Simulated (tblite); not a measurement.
Isothiofulminic acid, CHNS.
Numbering: `[C-:1]#[N+:2][SH:3]` (hydrogens: H4 on S3)

All values are computed: GFN2-xTB (tblite) harmonic vibrations without scaling, gas phase. This tight-binding method is rough: wavenumbers can miss measured ones by several per cent, in bad cases by 10 to 20. Modes of hydrogen on sulfur can be 10 to 20 % off.

Harmonic wavenumbers (cm⁻¹): 303.5, 339.6, 668.2, 886.6, 2121.1, 2340.2.

A = 290103, B = 6418, C = 6279 MHz; mass 58.983 u (most abundant isotopes); point group Cs, symmetry number 1.

Q: Zero-point energy?

A: Half the sum of the wavenumbers: 3330 cm⁻¹ = 39.83 kJ/mol.

Q: What is S at 500 K and 1 bar for an ideal gas of classical rigid rotors and harmonic oscillators?

A: Translation 170.45, rotation 93.67, vibration 25.26: S = 289.4 J/(mol K).

Q: And Cp and H(500 K) − H(0)?

A: Cp = 61.02 J/(mol K), of which vibrations give 27.76 (their classical limit is 6 R = 49.9); H(500 K) − H(0) = 24.04 kJ/mol without the zero-point energy, 7.41 from vibrations.

Q: How do the functions run with temperature in this model?

A: 
```csv
T (K),S (J/(mol K)),Cp (J/(mol K)),H − H(0) (kJ/mol),G − H(0) (kJ/mol),ln q(vib)
150,227.5,41.9,5.38,-28.74,0.10
250,250.9,49.9,9.99,-52.73,0.37
298.15,259.9,52.9,12.47,-65.03,0.53
400,276.2,57.6,18.10,-92.36,0.90
600,300.8,63.9,30.29,-150.17,1.61
900,328.0,70.5,50.52,-244.70,2.58
```

q(vib) and H(0) count from the zero-point level.

Q: What must be added to the electronic energy to get the Gibbs energy at 500 K and 1 bar?

A: ZPE + [H(500 K) − H(0)] − T·S = 39.83 + 24.04 − 144.69 = -80.82 kJ/mol.

Hardware: an x86-64 server with one thread, on a shared host. This covers the Hessian and the dipole derivatives.
